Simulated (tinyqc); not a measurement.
Inside a calculation. Method: ROHF in the sto-6g basis, for OH+, spin multiplicity 3. One step of it, computed by the program tinyqc.

Problem. Iteration 2: Roothaan effective Fock matrix. With projectors Pc = D(beta) S, Po = (D(alpha) - D(beta)) S, Pv = 1 - D(alpha) S, the block xy is Px^T F Py; with Fc = (F(alpha) + F(beta))/2, the blocks are Fc for cc, oo, vv and cv, F(beta) for co and F(alpha) for ov.

F(alpha) (hartree), order 1O 1s, 1O 2s, 1O 2px, 1O 2py, 1O 2pz, 2H 1s:
```
[[-21.248915, -5.152302, 0.000000, 0.000000, -0.012955, -0.692153],
 [-5.152302, -2.996765, 0.000000, 0.000000, -0.093989, -0.835767],
 [0.000000, 0.000000, -1.088466, 0.000000, 0.000000, 0.000000],
 [0.000000, 0.000000, 0.000000, -1.088466, 0.000000, 0.000000],
 [-0.012955, -0.093989, 0.000000, 0.000000, -0.988700, -0.580819],
 [-0.692153, -0.835767, 0.000000, 0.000000, -0.580819, -0.715476]]
```

F(beta) (hartree), order 1O 1s, 1O 2s, 1O 2px, 1O 2py, 1O 2pz, 2H 1s:
```
[[-21.197391, -5.074012, 0.000000, 0.000000, -0.012955, -0.679932],
 [-5.074012, -2.635437, 0.000000, 0.000000, -0.093989, -0.764977],
 [0.000000, 0.000000, -0.160342, 0.000000, 0.000000, 0.000000],
 [0.000000, 0.000000, 0.000000, -0.160342, 0.000000, 0.000000],
 [-0.012955, -0.093989, 0.000000, 0.000000, -0.893777, -0.566412],
 [-0.679932, -0.764977, 0.000000, 0.000000, -0.566412, -0.696234]]
```

D(alpha) after iteration 1, order 1O 1s, 1O 2s, 1O 2px, 1O 2py, 1O 2pz, 2H 1s:
```
[[1.056255, -0.243928, 0.000000, 0.000000, 0.013862, 0.000038],
 [-0.243928, 1.061923, 0.000000, 0.000000, -0.087519, -0.021791],
 [0.000000, 0.000000, 1.000000, 0.000000, 0.000000, 0.000000],
 [0.000000, 0.000000, 0.000000, 1.000000, 0.000000, 0.000000],
 [0.013862, -0.087519, 0.000000, 0.000000, 0.778977, 0.250847],
 [0.000038, -0.021791, 0.000000, 0.000000, 0.250847, 0.080826]]
```

D(beta) after iteration 1, order 1O 1s, 1O 2s, 1O 2px, 1O 2py, 1O 2pz, 2H 1s:
```
[[1.056255, -0.243928, 0.000000, 0.000000, 0.013862, 0.000038],
 [-0.243928, 1.061923, 0.000000, 0.000000, -0.087519, -0.021791],
 [0.000000, 0.000000, 0.000000, 0.000000, 0.000000, 0.000000],
 [0.000000, 0.000000, 0.000000, 0.000000, 0.000000, 0.000000],
 [0.013862, -0.087519, 0.000000, 0.000000, 0.778977, 0.250847],
 [0.000038, -0.021791, 0.000000, 0.000000, 0.250847, 0.080826]]
```

overlap S, order 1O 1s, 1O 2s, 1O 2px, 1O 2py, 1O 2pz, 2H 1s:
```
[[1.000000, 0.231145, 0.000000, 0.000000, 0.000000, 0.030729],
 [0.231145, 1.000000, 0.000000, 0.000000, 0.000000, 0.326354],
 [0.000000, 0.000000, 1.000000, 0.000000, 0.000000, 0.000000],
 [0.000000, 0.000000, 0.000000, 1.000000, 0.000000, 0.000000],
 [0.000000, 0.000000, 0.000000, 0.000000, 1.000000, 0.297005],
 [0.030729, 0.326354, 0.000000, 0.000000, 0.297005, 1.000000]]
```

Give: effective F.

Solution.

effective F (hartree), order 1O 1s, 1O 2s, 1O 2px, 1O 2py, 1O 2pz, 2H 1s:
```
[[-21.223, -5.113, 0.000, 0.000, -0.013, -0.686],
 [-5.113, -2.816, 0.000, 0.000, -0.094, -0.800],
 [0.000, 0.000, -0.624, 0.000, 0.000, 0.000],
 [0.000, 0.000, 0.000, -0.624, 0.000, 0.000],
 [-0.013, -0.094, 0.000, 0.000, -0.941, -0.574],
 [-0.686, -0.800, 0.000, 0.000, -0.574, -0.706]]
```
